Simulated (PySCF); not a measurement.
**Spin states of CO**

Unrestricted PBE0; C 6-31G(d,p), O 6-31G(d,p); no relativity (PySCF 2.14). Outer shells of the fragments: C 2s2 2p2; O 2s2 2p4.

Followed along the bond (rough minima from three points):

```tsv
2Ms+1	unpaired	⟨S²⟩ at the start	R at minimum (Å)	Te (eV)
1	none	0.00	1.14	0.00
3	σ ↑, π ↑	2.03	1.21	5.72
```

Solutions found at the starting distance of 1.310 Å, counted from the lowest of them; the search is not exhaustive and high or unbound solutions are not listed, so other states can lie among these:

| 2Ms+1 | unpaired | term | E (eV) | ⟨S²⟩ | ⟨Lz²⟩ | μ (D) |
| --- | --- | --- | --- | --- | --- | --- |
| 1 | none | ¹Σ⁺ | 0.00 | 0.00 | 0.00 | -0.54 |
| 3 | σ ↑, π ↑ | ³Π | 4.75 | 2.03 | 1.00 | -1.65 |
| 3 | π ↑↑ | mixed | 5.49 | 2.01 | 2.01 | 1.07 |
| 3 | π ↑↑ | mixed | 6.14 | 2.01 | 2.00 | 0.88 |
| 5 | σ ↑, π ↑↑↑ | ⁵Π | 8.78 | 6.00 | 1.00 | -0.41 |

A term symbol is given only where ⟨S²⟩ and ⟨Lz²⟩ are close to those of a pure state; real π, δ and φ orbitals otherwise mix terms. A positive dipole means C(−)O(+).

**Question.** Compare the gap between the two lowest followed solutions at the starting distance with the gap between their minima.

**Answer.** At PBE0 the second solution (triplet, unpaired electrons σ ↑, π ↑) lies +4.75 eV from the first (singlet, closed shell) at 1.310 Å and +5.72 eV at the minima; the two curves relax by different amounts, since their minima lie near 1.21 and 1.14 Å.

Counting both spins, an empty level lies below a filled one in some of these solutions, because spin and occupation are held.
